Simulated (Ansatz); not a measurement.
Species, as SMILES: Cl[B]Cl, doublet.
Atoms: B1, Cl2, Cl3. Bonds: B1-Cl2, B1-Cl3.

Basis-set convergence of the optimised B1-Cl2 bond length at PBE with Ansatz (a first-principles code). All functions are spherical. Open shells are unrestricted. No added dispersion term, no relativity. Reference: the value in def2-QZVPPD, 1.7280 Å, itself unsure by roughly 0.0002 Å (its mean distance from pcseg-3, def2-QZVPP, cc-pV(Q+d)Z). Deviations are taken from unrounded values.

| basis | functions | optimised B1-Cl2 bond length (Å) | minus reference (Å) |
|---|---|---|---|
| def2-SVP | 50 | 1.7389 | 0.0108 |
| def2-SVPD | 74 | 1.7398 | 0.0117 |
| aug-pcseg-1 | 77 | 1.7408 | 0.0128 |
| def2-TZVP | 105 | 1.7303 | 0.0022 |
| def2-TZVPP | 115 | 1.7302 | 0.0022 |
| def2-TZVPD | 129 | 1.7296 | 0.0015 |
| def2-TZVPPD | 139 | 1.7295 | 0.0015 |
| aug-pcseg-2 | 146 | 1.7296 | 0.0015 |
| def2-QZVPP | 197 | 1.7284 | 0.0003 |
| def2-QZVPPD | 221 | 1.7280 | 0.0000 |

The smallest set listed that lies within 0.005 Å of the reference with all its larger relatives (same family, alike in diffuse functions; a set with none counts only in the reference's own line) is def2-TZVP (105 functions, 0.0022 Å off). Inside, with no larger relative to test it: aug-pcseg-2.
